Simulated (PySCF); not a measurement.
**Potential energy of NaCl along the bond**

Set-up: basis Na def2-TZVP, Cl def2-TZVP; no relativity; PySCF 2.14. Energies in eV from Na + Cl in their ground configurations at the same level. All curves are PBE0. state 1: ¹Σ⁺ (singlet), closed shell; state 2: triplet, unpaired electrons σ ↑, π ↑, a second solution, started from another occupation.

```json
{"R (Å)": "2.034", "state 1": "-3.469", "state 2": "1.6484"}
{"R (Å)": "2.128", "state 1": "-3.787", "state 2": "1.1652"}
{"R (Å)": "2.223", "state 1": "-3.958", "state 2": "0.8261"}
{"R (Å)": "2.294", "state 1": "-4.017", "state 2": "0.6402"}
{"R (Å)": "2.365", "state 1": "-4.032", "state 2": "0.4975"}
{"R (Å)": "2.436", "state 1": "-4.013", "state 2": "0.3880"}
{"R (Å)": "2.531", "state 1": "-3.950", "state 2": "0.2803"}
{"R (Å)": "2.649", "state 1": "-3.830", "state 2": "0.1886"}
{"R (Å)": "2.791", "state 1": "-3.651", "state 2": "0.1185"}
{"R (Å)": "2.980", "state 1": "-3.383", "state 2": "0.0639"}
```

Question: Put a parabola through the three lowest points of the state 1 curve and estimate Re, k and ωe (reduced mass 13.87 u; 1 eV/Å² = 0.16022 mdyn/Å; ωe = 1302.8·√(k/μ) cm⁻¹).

Answer: Through R = 2.294, 2.365, 2.436 Å the second-order coefficient is 3.37 eV/Å², so Re ≈ 2.361 Å, k ≈ 1.08 mdyn/Å and ωe ≈ 364 cm⁻¹. A polynomial fit of higher order to the unrounded PBE0 energies gives Re = 2.358 Å, k = 1.09 mdyn/Å, ωe = 365 cm⁻¹; anharmonicity and rounding make the difference.

The higher-order fit for each curve: state 1: Re = 2.358 Å, ωe = 365 cm⁻¹, De = 4.03 eV. State 2 gave no clean fit.
